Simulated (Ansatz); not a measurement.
## C2H7O+: structure from calculated spectroscopic constants

These gas-phase data were calculated for one isomer of C2H7O+ at PBE0-D4/def2-TZVP (harmonic, unscaled wavenumbers; equilibrium rotational constants with average atomic masses):

| Property | Result |
| --- | --- |
| rotational constants | 34.84, 8.927, 7.925 GHz |
| all wavenumbers above 1500 cm⁻¹ | 3734, 3224, 3223, 3210, 3209, 3093, 3093 |

Candidates:

(1) `CC[OH2+]`, a singlet
(2) `C[OH+]C`, a singlet

Which structure fits?

Candidate (2). 1 mode lies between 3300 and 4000 cm⁻¹, one for each O–H bond, while (1) has 2.

The same quantities for all candidates:

```tsv
	rotational constants (GHz)	wavenumbers above 1500 cm⁻¹	E above the lowest, PBE0-D4/def2-TZVP (kcal/mol)
(1)	30.65, 8.446, 7.504	3759, 3678, 3203, 3148, 3138, 3127, 3058, 1674	0.0
(2)	34.84, 8.927, 7.925	3734, 3224, 3223, 3210, 3209, 3093, 3093	8.8
```

Harmonic stretches to hydrogen usually lie a few per cent above observed fundamentals. Each candidate is one conformer. Programs: Ansatz 0.2.0.
